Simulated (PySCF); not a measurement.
tetrafluoroethylene cation (C₂F₄), SMILES C(F)(=C(F)F)F (connectivity only; charge and spin as stated), charge +1, multiplicity 2. Geometry optimised at PBE0-D3(BJ)/def2-SVP. The spin state was assumed, not searched.

All values below come from PBE0-D3(BJ)/def2-SVP (PySCF).

Harmonic wavenumbers (cm⁻¹): 144, 212, 414, 443, 546, 600, 618, 863, 1335, 1626, 1628, 1781. Rotational constants (GHz): 5.697, 3.354, 2.111; symmetry number 4.

Work out the zero-point energy and the ideal-gas rigid-rotor harmonic-oscillator thermochemistry at 298.15 K and 1 atm.

ZPE = ½ Σ hcν = ½ × 10213 cm⁻¹ = 14.60 kcal/mol. H − E(el) = 18.44 kcal/mol. Entropy in cal/(mol K): translation 39.72, rotation 23.72, vibration 8.12, spin 1.38, total 72.94. G − E(el) = -3.31 kcal/mol. Cp = 18.47 cal/(mol K). Modes under 150 cm⁻¹ make the vibrational entropy uncertain.
